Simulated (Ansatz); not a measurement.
Task: a ranking of conformers of C5H5N, SMILES C#CC(=N)C=C, with Ansatz's Python interface. Give the script and its output. Level of theory (for the species named): B3LYP, cc-pVDZ basis, multiplicity 1.

Script `conformers.py`:
```python
"""Conformer energies of C5H5N."""

import ansatz as az
from rdkit import Chem
from rdkit.Chem import AllChem

rd = Chem.AddHs(Chem.MolFromSmiles("C#CC(=N)C=C"))
ids = list(AllChem.EmbedMultipleConfs(rd, numConfs=20, randomSeed=595, pruneRmsThresh=0.4))
field = [energy for _, energy in AllChem.MMFFOptimizeMoleculeConfs(rd)]
distinct = {round(e, 2): i for i, e in zip(ids, field)}
chosen = sorted(distinct.items())[:3]
found = []
for force_field, index in chosen:
    molecule = az.Crystal.molecule()
    for atom, xyz in zip(rd.GetAtoms(), rd.GetConformer(index).GetPositions()):
        molecule = molecule.atom(atom.GetSymbol(), xyz.round(5).tolist())
    calc = (
        molecule.calculation()
        .basis(gaussian="cc-pVDZ")
        .functional("b3lyp")
    )
    found.append(calc.run().report["free_energy_ev"])
print("conformer   MMFF (kcal/mol)   this level (eV)")
for (force_field, index), e in zip(chosen, found):
    print(f"{index:9d} {force_field - chosen[0][0]:17.2f} {(e - min(found)):17.3f}")
```

```console
$ python conformers.py
conformer   MMFF (kcal/mol)   this level (eV)
        0              0.00             0.000
        1              0.81             0.079
```

What to keep in mind:
- The conformers keep their force-field geometries.
- b3lyp holds the VWN-RPA fit, as in Gaussian; the form of ORCA and Turbomole is b3lyp5.
- Finished in 3.1 s on 1 thread of AMD EPYC 9R45 (Zen 5) (shared host), peak memory 0.33 GiB.
